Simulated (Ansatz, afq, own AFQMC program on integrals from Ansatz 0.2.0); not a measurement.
C2H7, doublet: AFQMC among the cluster methods

```xyz
9

C    -1.2139    0.0000    0.0000
H    -1.5771    1.0273    0.0000
H    -1.5771   -0.5137    0.8897
H    -1.5771   -0.5137   -0.8897
H    -0.0319    0.0000    0.0000
C     1.2891    0.0000    0.0000
H     1.2891   -1.0800    0.0000
H     1.2891    0.5400    0.9353
H     1.2891    0.5400   -0.9353
```

Basis cc-pVDZ. Noble-gas cores (and the filled d shells of Ga–Kr and In–Xe) are frozen. Integrals, coupled cluster, full CI and functionals: Ansatz 0.2.0; the random walks run on the same integrals in our own AFQMC program. The CISD trial takes its coefficients from CCSD amplitudes. Released means that phaseless walkers are propagated on without the constraint, phases kept. Uncertainties: one standard error, sampling alone.

Determinant: UHF, the one that the program's search chose, which needn't be the lowest solution. The geometry is a point of a scan.

No full CI on the walks' own integrals is used here; CCSDT(Q) serves as the reference and is uncertain by about the last step of the cluster series.

```
T1 diagnostic                               : 0.0108
weight of the determinant in the CISD state : 0.872
⟨S²⟩ of the determinant                     : 0.777
size of the correlated space                : 15 electrons in 61 orbitals
```

| level | correlation energy (eV) |
| --- | --- |
| MP2 | -8.3647 |
| CCSD | -9.5651 |
| CCSD(T) | -9.7956 |

Estimate where AFQMC with the constraint released lies against CCSD(T) on the same integrals.

0.79 ± 0.10 kcal/mol below CCSD(T).

Reference: CCSDT(Q), correlation energy -9.831 eV. The released energy is read at 1.50 1/Eh (meV from the phaseless value at times in 1/Eh: -7 ± 4 at 0.24, -10 ± 4 at 0.51, -12 ± 4 at 0.99, -7 ± 4 at 1.50).

| level | E − E(reference) (kcal/mol) | share of correlation (%) |
| --- | --- | --- |
| CCSD(T) | 0.82 | 99.64 |
| CCSDT | 0.25 | 99.89 |
| ph-AFQMC/CISD | 0.20 ± 0.10 | 99.91 |
| released AFQMC | 0.03 ± 0.10 | 99.99 |

A walk keeps the symmetry of its determinant, which the program's search chose and which needn't be the lowest solution, so a lower state of the same spin and another symmetry isn't excluded. Released energies are given only where the last usable release times agree within the noise; a slower fall can still hide under it.
